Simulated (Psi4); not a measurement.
# [BCl2]+ (SMILES Cl[B+]Cl), step by step

Wanted: a structure relaxation (B3LYP/6-31G*), then the harmonic vibrations, then a single-point energy (MP2/def2-TZVPP) of [BCl2]+. 

The calculation is run with Psi4 1.11.

## Step 1: The structure to begin with

[BCl2]+ has 3 atoms, charge +1, and is taken as a singlet. SMILES: `Cl[B+]Cl`. The shape is that of a GFN2-xTB optimisation. The run starts from this shape.

Bond lengths: Cl1–B2 1.572 Å, B2–Cl3 1.572 Å. Angles: Cl1–B2–Cl3 179.8°.

## Step 2: A geometry optimisation at B3LYP/6-31G(d) (density fitting, Cartesian functions) (run 1)

Input file bcl2.inp:

```
memory 1600 MB

molecule molecule1 {
  1 1
  Cl    -1.238380     0.766480    -0.591300
  B      0.000740     0.001360     0.000550
  Cl     1.237640    -0.767840     0.590740
  units angstrom
  symmetry c1
}

set basis 6-31G*
set geom_maxiter 60

E = opt("b3lyp")
```

Run with:

```
$ psi4 -n 1 bcl2.inp bcl2.out
```

bcl2.out:

```text
[...]
  Running in c1 symmetry.
[...]
  Nuclear repulsion =  105.883521863230627
[...]
  Multiplicity = 1
[...]
  Nalpha       = 19
  Nbeta        = 19
[...]
    Number of basis functions: 53
[...]
   @DF-RKS iter   1:  -944.96098473308598    5.10218e-01   2.37294e-03 ADIIS/DIIS
[...]
   @DF-RKS iter   7:  -944.97136764282527   -1.59162e-12   1.28939e-09 DIIS
[...]
  @DF-RKS Final Energy:  -944.97136764282527
   => Energetics <=
    Nuclear Repulsion Energy =            102.6933494452126752
    One-Electron Energy =               -1496.6086815763178492
    Two-Electron Energy =                 497.4773763297955043
    DFT Exchange-Correlation Energy =     -48.5334118415157576
    Empirical Dispersion Energy =           0.0000000000000000
    VV10 Nonlocal Energy =                  0.0000000000000000
    Total Energy =                       -944.9713676428252711
[...]
  -Total Gradient:
     Atom            X                  Y                   Z
    ------   -----------------  -----------------  -----------------
       1       -0.000066251216    -0.000071023332     0.000000000000
       2        0.000036399031    -0.000028582283     0.000000000000
       3        0.000029780056     0.000099645372     0.000000000000
[...]
    Final optimized geometry and variables:
    Molecular point group: c1
    Full point group: Cs
    Geometry (in Angstrom), charge = 1, multiplicity = 1:
    CL           0.794581551350     1.412455409568     0.000000000000
    B            0.000576946040    -0.000329520846    -0.000000000000
    CL          -0.794763192286    -1.412351665941     0.000000000000
    Psi4 run time: 0:00:10.80
[...]
```

Standard output:

```text
Optimizer: Optimization complete!
```

It took 13 s on 1 thread of Intel Xeon Platinum 8259CL at 2.50GHz (Skylake/Cascade Lake), shared host; peak memory 0.32 GiB.

Steps, from the record of the run:

```tsv
step	energy from the first frame kept (eV)	largest force (eV/Å)
0	0.0000	2.2861
1	-0.1039	0.3524
2	-0.1068	0.0422
3	-0.1068	0.0053
```

After the run. Bond lengths: Cl1–B2 1.621 Å, B2–Cl3 1.621 Å. Angles: Cl1–B2–Cl3 179.9°.

## Step 3: The harmonic vibrations at B3LYP/6-31G(d) (density fitting, Cartesian functions) (run 2)

Input file bcl2.dat:

```
memory 1600 MB

molecule {
  1 1
  Cl     0.000000     0.000000    -1.620615
  B      0.000000     0.000000     0.000004
  Cl     0.000000     0.000000     1.620612
  symmetry c1
}

set globals {
  basis                      6-31G*
  t                          600.0
  rotational_symmetry_number 2
}

e_tot, wfn = freq("b3lyp", return_wfn=True)
```

Run with:

```
$ psi4 -n 1 bcl2.dat bcl2.out
```

bcl2.out:

```text
[...]
  Running in c1 symmetry.
[...]
  Nuclear repulsion =  102.693352089656884
[...]
  Multiplicity = 1
[...]
  Nalpha       = 19
  Nbeta        = 19
[...]
    Number of basis functions: 53
[...]
   @DF-RKS iter   1:  -944.96420465647145    3.98742e-01   2.40883e-03 ADIIS/DIIS
[...]
   @DF-RKS iter   9:  -944.97136672290549   -1.13687e-11   2.22811e-09 DIIS
[...]
  @DF-RKS Final Energy:  -944.97136672290549
   => Energetics <=
    Nuclear Repulsion Energy =            102.7003033743924902
    One-Electron Energy =               -1496.6223381148658973
    Two-Electron Energy =                 497.4841637704768686
    DFT Exchange-Correlation Energy =     -48.5334957529090048
    Empirical Dispersion Energy =           0.0000000000000000
    VV10 Nonlocal Energy =                  0.0000000000000000
    Total Energy =                       -944.9713667229054863
[...]
  -Total Gradient:
     Atom            X                  Y                   Z
    ------   -----------------  -----------------  -----------------
       1       -0.000000000000     0.000000000000    -0.000395909166
       2       -0.000000000000    -0.000000000000     0.001164447073
       3       -0.000000000000     0.000000000000    -0.000768419618
[...]
  ==> Harmonic Vibrational Analysis <==
[...]
  Freq [cm^-1]                 295.7190            295.7191            563.9543
[...]
  IR activ [km/mol]            17.6353             17.6353              0.0000
[...]
  Freq [cm^-1]                1452.9449
[...]
  IR activ [km/mol]            560.3294
[...]
  Total E_0, Enthalpy at 0 [K]                                                         -944.96542544 [Eh]
[...]
  Total H, Enthalpy at  600.00 [K]                                                     -944.95505847 [Eh]
[...]
  Total G, Gibbs energy at  600.00 [K]                                                 -945.01925833 [Eh]
[...]
```

On the terminal:

```text
Warning: used thermodynamics relations inappropriate for low-frequency modes: ['295.7190' '295.7191' '563.9543']
```

It took 37 s on 1 thread of Intel Xeon Platinum 8259CL at 2.50GHz (Skylake/Cascade Lake), shared host; peak memory 0.31 GiB.

## Step 4: The energy at MP2/def2-TZVPP (density fitting, density fitting for correlation) (run 3)

Input file job.py:

```python
import psi4

psi4.set_memory(1600000000)
psi4.set_num_threads(1)
psi4.set_output_file('bcl2.out', False)

mol = psi4.geometry("""
1 1
Cl     1.19483981     2.65603274     0.94405048
B      0.00057259    -0.00138139     0.00015307
Cl    -1.19597743    -2.65735933    -0.94482905
units bohr
""")

psi4.set_options(dict(basis='def2-TZVPP', num_frozen_docc=11))

e, wfn = psi4.energy("mp2", return_wfn=True)
print('E =', round(e, 9))
```

Run with:

```
$ python job.py
```

bcl2.out:

```text
[...]
  Running in cs symmetry.
[...]
  Nuclear repulsion =  102.693346765981147
[...]
  Multiplicity = 1
[...]
  Nalpha       = 19
  Nbeta        = 19
[...]
    Number of basis functions: 115
[...]
   @DF-RHF iter   1:  -943.43585304790383    1.80748e-01   3.09189e-03 ADIIS/DIIS
[...]
   @DF-RHF iter  10:  -943.47361629609441   -1.02318e-12   2.00816e-09 DIIS
[...]
  @DF-RHF Final Energy:  -943.47361629609441
   => Energetics <=
    Nuclear Repulsion Energy =            102.6933467659811470
    One-Electron Energy =               -1496.5939456370956577
    Two-Electron Energy =                 450.4269825750200766
    Total Energy =                       -943.4736162960944057
[...]
 Multipole Moments:
 ------------------------------------------------------------------------------------
     Multipole            Electronic (a.u.)      Nuclear  (a.u.)        Total (a.u.)
 ------------------------------------------------------------------------------------
 L = 1.  Multiply by 2.5417464519 to convert [e a0] to [Debye]
 Dipole X            :          0.0010087           -0.0003839            0.0006248
 Dipole Y            :         -0.0006024            0.0002195           -0.0003829
 Dipole Z            :          0.0000000            0.0000000            0.0000000
 Magnitude           :                                                    0.0007328
[...]
```

The script printed:

```text
E = -943.919889498
```

Wall time 3.3 s (1 thread of Intel Xeon Platinum 8259CL at 2.50GHz (Skylake/Cascade Lake), shared host); peak memory 0.23 GiB.

## Step 5: Summary of results

| quantity | value |
| --- | --- |
| run 1, B3LYP/6-31G*: total energy at the end | -944.97137 Eh |
| run 1, B3LYP/6-31G*: HOMO energy | -16.76 eV |
| run 1, B3LYP/6-31G*: LUMO energy | -8.56 eV |
| run 1, B3LYP/6-31G*: HOMO–LUMO gap | 8.20 eV |
| run 2, B3LYP/6-31G*: lowest harmonic wavenumber | 296 cm⁻¹ |
| run 2, B3LYP/6-31G*: highest harmonic wavenumber | 1453 cm⁻¹ |
| run 2, B3LYP/6-31G*: zero-point energy | 15.6 kJ/mol |
| run 2, B3LYP/6-31G*: ideal-gas entropy at 600 K (symmetry number 2 as used) | 67.1 cal/(mol K) |
| run 3, MP2/def2-TZVPP: total energy | -943.91989 Eh |
| run 3, MP2/def2-TZVPP: HOMO energy (Hartree–Fock orbitals) | -20.23 eV |
| run 3, MP2/def2-TZVPP: LUMO energy (Hartree–Fock orbitals) | -4.40 eV |
| run 3, MP2/def2-TZVPP: HOMO–LUMO gap (Hartree–Fock orbitals) | 15.83 eV |
| run 3, MP2/def2-TZVPP: correlation energy (11 core orbitals frozen) | -446.3 mEh |

**Reading.** The optimisation (run 1, B3LYP/6-31G*) took 4 steps and changed the energy by -0.107 eV. All 4 modes (run 2, B3LYP/6-31G*) are real, so the shape is a minimum at this level.
